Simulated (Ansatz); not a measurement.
Task: a relaxed scan of one distance of H4Si2, SMILES [SiH][SiH3], with Ansatz's Python interface. Give the script and its output. Settings (for the species named): PBE0, def2-SVP basis, multiplicity 3, D4 dispersion.

| atom | x (Å) | y (Å) | z (Å) |
| --- | --- | --- | --- |
| Si | 1.4581 | -0.7597 | -0.2863 |
| Si | -0.6251 | 0.0019 | -0.0212 |
| H | 2.4117 | 0.2502 | 0.1961 |
| H | -0.8705 | 0.2696 | 1.4038 |
| H | -1.5809 | -1.0064 | -0.5030 |
| H | -0.7933 | 1.2444 | -0.7894 |

The script, `relaxed_scan_h4si2.py`:
```python
"""Relaxed scan of one distance in H4Si2."""

import ansatz as az
import numpy as np

geometry_ang = [
    ("Si", (1.4581, -0.7597, -0.2863)),
    ("Si", (-0.6251, 0.0019, -0.0212)),
    ("H", (2.4117, 0.2502, 0.1961)),
    ("H", (-0.8705, 0.2696, 1.4038)),
    ("H", (-1.5809, -1.0064, -0.503)),
    ("H", (-0.7933, 1.2444, -0.7894)),
]
molecule = az.Crystal.molecule()
for symbol, xyz in geometry_ang:
    molecule = molecule.atom(symbol, xyz)

job = (
    molecule.calculation()
    .basis(gaussian="def2-SVP")
    .functional("pbe0", dispersion="d4")
    .spin("collinear", total=2)
)
symbols = [site.symbol for site in molecule.cartesian_sites]
pairs = [(0, 1), (0, 2), (1, 3), (1, 4), (1, 5)]
print("held (A)   E (eV)        ", "  ".join(f"{symbols[i]}{i}-{symbols[j]}{j}" for i, j in pairs))
for length in [1.35, 1.47, 1.59, 1.76, 1.99]:
    summary = job.relax(constraints=[az.DistanceConstraint((1, 5), at=length)], force_tolerance=0.02, max_steps=60).run(threads=1).report
    xyz = np.array(summary["positions_ang"])
    print(f"{length:6.2f} {summary['free_energy_ev']:14.5f}  ", "  ".join(f"{np.linalg.norm(xyz[i] - xyz[j]):.3f}" for i, j in pairs))
```

```console
$ python relaxed_scan_h4si2.py
held (A)   E (eV)         Si0-Si1  Si0-H2  Si1-H3  Si1-H4  Si1-H5
DeckWarning: relax.constraints: the input's atoms, or those drawn, lie off the distances that are held; a relaxation that starts there is brought onto them ahead of its first SCF, by positions alone, an atom by 6.02e-2 Å at the most. With the symmetry detection on, the symmetry is detected on the input's atoms as so [...]
  1.35   -15805.73984   2.327  1.499  1.498  1.495  1.350
  1.47   -15805.96904   2.324  1.499  1.497  1.494  1.470
  1.59   -15805.90956   2.319  1.498  1.496  1.493  1.590
  1.76   -15805.56258   2.313  1.498  1.495  1.492  1.760
  1.99   -15804.90284   2.301  1.497  1.494  1.490  1.990
```
(Warnings from the package without file and line, shortened, repeats left out.)

What to keep in mind:
- Total energies depend on the basis set; only differences at equal settings carry meaning.
- The energies are electronic: no zero-point or thermal terms, and the basis set is short of its limit.
- The species is open-shell (spin multiplicity 3).
- Hardware and time: 22 s on 1 thread of AMD EPYC 9R45 (Zen 5), with other jobs on the host, peak memory 0.22 GiB.
